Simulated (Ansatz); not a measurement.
## Voigt–Reuss–Hill bulk modulus of hcp Be at several levels of theory

No measured value is used here.

```csv
level (code),value (GPa),cell (Å³/atom)
LDA (Ansatz),[?],7.55
PBE (Ansatz),123,7.91
PBEsol (Ansatz),124,7.84
r²SCAN (Ansatz),125,7.91
```

Question: What belongs in the gaps?

Answer: 
- LDA (Ansatz, a quantum-chemistry and plane-wave program), value (GPa): 131

Each level is taken at its own relaxed cell. Cutoffs differ between the levels. Ansatz's density-functional and Hartree–Fock values are scalar-relativistic unless marked +SOC, with PAW data made under PBE.
